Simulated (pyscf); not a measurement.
Structures and frequencies: ωB97X-D3(BJ)/def2-SVP in PySCF.

### Question
•H₂Si–PH–SiH₃ (SMILES [SiH2]P[SiH3]) + H₂ (SMILES [H][H]) → H₃Si–PH–SiH₃ (SMILES [SiH3]P[SiH3]) + H• (SMILES [H])
Surface: doublet. Broken: H–H. Formed: H–Si. Give ΔE‡ and ΔE from ωB97M-D3(BJ)/def2-TZVP, relative to the separated reactants.

### Answer
ΔE‡ = 18.5 kcal/mol, ΔE = +14.2 kcal/mol. Zero-point energy shifts the barrier by -1.0 kcal/mol. It is a hydrogen abstraction, with an imaginary mode of 925i cm⁻¹. •H₂Si–PH–SiH₃ lies 8.3 kcal/mol over its isomer H₃Si–P•–SiH₃ (electronic energy, ωB97M-D3(BJ)/def2-TZVP). This is the saddle that the search found; another between the same sides may lie lower. The angle at the transferred H is 180°.
